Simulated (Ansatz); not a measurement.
## Tetradymite Bi2Te3

The numbers are results of LDA (plane waves, PAW; Ansatz, a program for electronic structure), not measurements.

Run with plane-wave cutoff 500 eV, 10×10×10 k mesh, Fermi–Dirac smearing 0.05 eV, scalar-relativistic PAW data made under PBE.

Cell (relaxed at this level):

Bi$_{2}$Te$_{3}$ is taken in the trigonal space group R-3m, hexagonal axes (No. 166), Pearson symbol hR5. Lattice parameters: a = b = 4.3528 Å, c = 29.8811 Å, α = β = 90.00°, γ = 120.00°. Te1 on 6c has 3 Bi at 3.043 Å and 3 Te at 3.567 Å (octahedral). Bi on 6c has 3 Te at 3.043 Å and 3 Te at 3.211 Å (octahedral). Te2 on 3a sees 6 Bi at 3.211 Å (octahedral). (Neighbours: up to the widest gap in distance over summed covalent radii, below 1.35, at either atom; cation-cation and far metal-metal contacts left out.)
(The calculation used a cell of 5 atoms; values per cell refer to that cell.)

For tetradymite Bi2Te3, the equilibrium volume per atom comes out as 32.69 Å³/atom. The lattice constant a is 4.353 Å. The c axis length is 29.881 Å.

Measured, for comparison: lattice constant a 4.386 Å, lattice parameter c 30.497 Å (temperature not stated, not corrected to a static lattice; as tabulated in Luo et al. (2012), arXiv:1308.1523). Computed (rounded) less measured: lattice constant a -0.8 %, lattice parameter c -2.0 %. A static lattice is as a rule a little smaller and stiffer than an uncorrected measurement, which narrows the difference in the lattice constant a and would widen misses of the other sign.

Spin–orbit coupling is not included; it can shift volumes and moduli of such heavy elements.

Static lattice: no zero-point or thermal effects.

Cost on a shared machine: roughly 6 core-minutes.
